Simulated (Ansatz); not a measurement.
## How well does each level of theory give the direct gap at Γ of fluorite CdF2?

Reference value: 8.4 eV (measured, temperature not stated, no zero-point or thermal correction; as tabulated in Cappellini et al. (2013), arXiv:1302.2571).

```
level (code)                   value (eV)  cell (Å³/atom)  difference (eV)
-----------------------------  ----------  --------------  ---------------
LDA+SOC (Ansatz)                     3.20           13.03            -5.20
RPBE (Ansatz)                        3.81           13.03            -4.59
r²SCAN+SOC (Ansatz)                  4.22           13.03            -4.18
B3LYP (VWN-RPA form) (Ansatz)        5.84           13.57            -2.56
PBE0 (Ansatz)                        6.54           13.03            -1.86
r²SCAN0 (Ansatz)                     7.02           13.03            -1.38
Hartree–Fock (Ansatz)               15.92           13.51            +7.52
```

Closest of the ranked levels: r²SCAN0 (-1.38 eV). Farthest off among them: Hartree–Fock (+7.52 eV).

Density-functional gaps are differences of (generalised) Kohn–Sham levels of a static lattice; semilocal ones lie below quasiparticle gaps as a rule. Measured gaps hold zero-point and thermal shifts unless a correction is named. Spin–orbit coupling is included only where a level's name says +SOC; with heavier elements it mostly lowers gaps and can invert bands.  Values are at the measured cell; B3LYP (VWN-RPA form) at the level's own relaxed cell; Hartree–Fock at the level's own equilibrium cell. Cutoffs and k meshes differ between the levels. Ansatz's density-functional and Hartree–Fock values are scalar-relativistic unless marked +SOC, with PAW data made under PBE.

Differences are worked out from the printed values.

Ansatz is an electronic-structure program.
